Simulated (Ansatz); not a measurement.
## Diamond

Level of theory: LDA (plane waves, PAW; Ansatz, a first-principles code).

Settings: plane-wave cutoff 500 eV, 3×3×3 k mesh, gaussian smearing 0.02 eV, cell of 64 sites, scalar-relativistic PAW data made under PBE.

Cell: relaxed at this level.

For diamond, the vacancy formation energy is 6.97 eV and the vacancy formation energy before relaxation comes out as 7.76 eV.

Note: the vacancy is neutral, without spin, and relaxed from the ideal cell, whose symmetry can bar a Jahn–Teller distortion; the defect's distortion and the cell size are not converged; energies are extrapolated to zero smearing, and mesh and cell size move such values by some tenths of an eV.

The computed numbers hold no vibrational or temperature effects.

It cost around 2.2 core-minutes (rough) of CPU time.
